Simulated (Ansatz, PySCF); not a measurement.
This Ansatz (a first-principles code) input computes a CCSD(T)/cc-pVDZ energy:

Ansatz 0.2 input:
```yaml
crystal:
  periodic: [false, false, false]
  atoms:
    - {symbol: C, position_ang: [-0.00765201, 0.00466428, -0.11016720]}
    - {symbol: O, position_ang: [0.06716463, -0.04072056, 1.10546523]}
    - {symbol: O, position_ang: [0.01590056, -0.01200809, -1.23171942]}
    - {symbol: H, position_ang: [-0.61860949, 0.39384354, 1.67103665]}
basis:
  gaussian:
    orbitals: cc-pVDZ
total_charge: 1
magnetization: {spin_polarized: false}
correlation: {method: ccsd_t, electrons: outside_noble_gas}
```

Write an input for the same energy in PySCF and say what it gives.


```python
from pyscf import gto, scf, mp, cc as ccmod

mol = gto.M(
    atom='''
    C    -0.00765201    0.00466428   -0.11016720
    O     0.06716463   -0.04072056    1.10546523
    O     0.01590056   -0.01200809   -1.23171942
    H    -0.61860949    0.39384354    1.67103665
    ''',
    basis='cc-pvdz',
    charge=1,
    spin=0,
    verbose=4,
)

mf = scf.RHF(mol)
mf.conv_tol = 1e-10
mf.max_cycle = 100
mf.kernel()
mp2 = mp.MP2(mf, frozen=3).run()
cc = ccmod.CCSD(mf, frozen=3)
cc.max_cycle = 100
cc.kernel()
et = cc.ccsd_t()
print(f'E(CCSD(T)) = {cc.e_tot + et:.9f}')
```
It gives -188.36845 Eh, and Ansatz -188.36845 Eh, a difference of 0.00 mEh.

It need not be the lowest isomer of its formula.
